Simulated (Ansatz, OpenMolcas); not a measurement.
Worked example: the enthalpy of formation of C2H2O2 (glyoxal)

C2H2O2: 6 atoms, total charge 0, spin state singlet. SMILES: `O=CC=O`. The shape is that of a PBE0-D4/def2-TZVP optimisation. This is one conformer, not always the lowest.

Total energies at TPSS/aug-cc-pVDZ (OpenMolcas 26.06); the atoms run unrestricted:

```
species    state  energy (Eh)
 C2H2O2  singlet  -227.889156
      O  triplet   -75.086666
      C  triplet   -37.860002
      H  doublet    -0.499637
```

Harmonic wavenumbers at PBE0-D4/def2-TZVP, in cm⁻¹: 127, 334, 561, 814, 1084, 1085, 1334, 1380, 1837, 1840, 2956, 2959.

Measured heats of formation of the gaseous atoms at 298.15 K, in kJ/mol: O 249.2, C 716.9, H 218.0. Spin-orbit lowering of the atoms at 298 K (mean of the ground term's levels less their thermal mean, from spectra), in kJ/mol: O 0.40, C 0.02. Take 1 Eh = 2625.50 kJ/mol, 1 cm⁻¹ = 0.0119627 kJ/mol, RT = 2.479 kJ/mol.

Question: Work out the heat of formation of the gas at 298 K.

Answer: 
1. Electronic atomisation energy: 2 × (-75.086666) + 2 × (-37.860002) + 2 × (-0.499637) − (-227.889156) = 0.996546 Eh = 2616.4 kJ/mol.
2. Zero-point energy: half the sum of the wavenumbers, 8155.5 cm⁻¹ = 97.6 kJ/mol.
3. Thermal vibrational enthalpy, Σ hcν̃/(exp(hcν̃/kT) − 1): 3.7 kJ/mol. Translation, rotation and pV of a non-linear molecule: 4 RT = 9.9 kJ/mol.
4. The 6 free atoms carry 5/2 RT each: 37.2 kJ/mol.
5. Spin-orbit coupling lowers the free atoms by 2 × 0.40 + 2 × 0.02 = 0.8 kJ/mol.
6. Atomisation enthalpy at 298 K: 2616.4 − 0.8 − 97.6 − 3.7 − 9.9 + 37.2 = 2541.6 kJ/mol.
7. Sum of the atoms' heats of formation: 2368.2 kJ/mol. Heat of formation: 2368.2 − 2541.6 = -173.4 kJ/mol.

The tabulated value is -212.4 kJ/mol (Active Thermochemical Tables), so this level is off by +39.0 kJ/mol, or 1.5 % of the atomisation enthalpy. Anharmonicity and any spin-orbit splitting of the molecule are left out.
